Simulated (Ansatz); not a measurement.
# C₅H₈O: a ladder of functionals and wavefunction methods

An exercise on one series of results from a longer session: the logs are not shown, and one member is left open.

The runs use Ansatz 0.2.0, Gaussian basis; functionals in def2-TZVPP, the program's frozen cores in correlated methods.

Plan: PBE-D4, r2SCAN-D4, PBE0-D4, B3LYP-D4, ωB97X-V, ωB97M-V, B2PLYP; CCSD(T)/def2-TZVPP; MP2/def2-QZVPP; extrapolation to the limit.

## Structure used throughout

All runs share one geometry, relaxed beforehand with PBE0-D4 in a triple-zeta def2 set.

14 atoms, charge 0, spin multiplicity 1.

Atoms are counted from 1 here; the program's logs count them from 0.

Bond lengths: C1–C2 1.525 Å, C1–H7 1.093 Å, C1–H8 1.094 Å, C1–H9 1.093 Å, C2–C3 1.507 Å, C2–C6 1.538 Å, C2–H10 1.095 Å, C3–C4 1.327 Å, C3–H11 1.079 Å, C4–O5 1.356 Å, C4–H12 1.082 Å, O5–C6 1.438 Å, C6–H13 1.091 Å, C6–H14 1.095 Å. Angles: C2–C1–H7 110.5°, C2–C1–H8 111.2°, C2–C1–H9 111.0°, H7–C1–H8 108.4°, H7–C1–H9 107.8°, H8–C1–H9 107.9°, C1–C2–C3 112.4°, C1–C2–C6 113.7°, C1–C2–H10 108.9°, C3–C2–C6 100.0°, C3–C2–H10 111.9°, C6–C2–H10 109.8°, C2–C3–C4 108.5°, C2–C3–H11 125.4°, C4–C3–H11 125.9°, C3–C4–O5 115.2°, C3–C4–H12 130.0°, O5–C4–H12 114.8° and more.

Geometry (Å):

```mol
C5H8O
  3D, bonds by distance, orders not assigned

 14 14  0  0  0  0  0  0  0  0999 V2000
   -1.0253    0.8877   -0.9269 C   0  0
    0.2612    0.1572   -0.5576 C   0  0
    0.0240   -1.2940   -0.2276 C   0  0
    0.1759   -1.4589    1.0803 C   0  0
    0.5675   -0.3532    1.7606 O   0  0
    0.8839    0.6345    0.7647 C   0  0
   -1.7514    0.8178   -0.1130 H   0  0
   -0.8347    1.9456   -1.1290 H   0  0
   -1.4806    0.4519   -1.8195 H   0  0
    0.9834    0.2772   -1.3713 H   0  0
   -0.3059   -2.0478   -0.9262 H   0  0
    0.0212   -2.3372    1.6921 H   0  0
    0.4936    1.5947    1.1067 H   0  0
    1.9745    0.6952    0.6954 H   0  0
  1  2  8  0
  2  3  8  0
  3  4  8  0
  4  5  8  0
  5  6  8  0
  1  7  8  0
  1  8  8  0
  1  9  8  0
  2 10  8  0
  3 11  8  0
  4 12  8  0
  6 13  8  0
  6 14  8  0
  2  6  8  0
M  END
```

The first run:

File in.yaml:

```yaml
crystal:
  periodic: [false, false, false]
  atoms:
    - {symbol: C, position_ang: [-1.025317, 0.887698, -0.926901]}
    - {symbol: C, position_ang: [0.261211, 0.157151, -0.557619]}
    - {symbol: C, position_ang: [0.024027, -1.293998, -0.227611]}
    - {symbol: C, position_ang: [0.175882, -1.458879, 1.080282]}
    - {symbol: O, position_ang: [0.567515, -0.353234, 1.760630]}
    - {symbol: C, position_ang: [0.883873, 0.634457, 0.764707]}
    - {symbol: H, position_ang: [-1.751447, 0.817843, -0.112958]}
    - {symbol: H, position_ang: [-0.834680, 1.945602, -1.129015]}
    - {symbol: H, position_ang: [-1.480559, 0.451908, -1.819546]}
    - {symbol: H, position_ang: [0.983413, 0.277176, -1.371325]}
    - {symbol: H, position_ang: [-0.305895, -2.047793, -0.926155]}
    - {symbol: H, position_ang: [0.021216, -2.337233, 1.692140]}
    - {symbol: H, position_ang: [0.493559, 1.594669, 1.106699]}
    - {symbol: H, position_ang: [1.974505, 0.695232, 0.695372]}
basis:
  gaussian: {orbitals: def2-TZVPP}
hamiltonian: {xc: pbe, dispersion: d4}
output: {forces: true, orbitals: {seedname: orbitals}}
```

Command:

```sh
> ansatz run in.yaml --threads 4 --pin off --events-out ev --progress --plain --max-ram 10444MiB
```

Steps of the session up to this table: PBE-D4 (GGA); r2SCAN-D4 (meta-GGA); PBE0-D4 (hybrid); B3LYP-D4 (hybrid); ωB97X-V (range-separated); ωB97M-V (range-separated); B2PLYP (double hybrid); CCSD(T) in def2-TZVPP; MP2 in def2-QZVPP.

One of the session's tables, all rows but one given; the rest of the session is left out.

It belongs to the step «Atomisation energies». 

```
            method  atomisation energy (eV)
            PBE-D4                   63.185
         r2SCAN-D4                   61.652
           PBE0-D4                   62.049
          B3LYP-D4                   61.380
           ωB97X-V                   61.497
           ωB97M-V                   61.588
            B2PLYP                   60.821
     HF/def2-TZVPP                   45.020
    MP2/def2-TZVPP                   61.090
   CCSD/def2-TZVPP                   58.964
CCSD(T)/def2-TZVPP                   59.930
           MP2/CBS                   62.496
       CCSD(T)/CBS                        ?
```

**Question.** Estimate the row for CCSD(T)/CBS.

**Answer.** atomisation energy (eV): 61.336. In the column «atomisation energy (eV)» it lies between MP2/def2-TZVPP (61.090) and B3LYP-D4 (61.380).
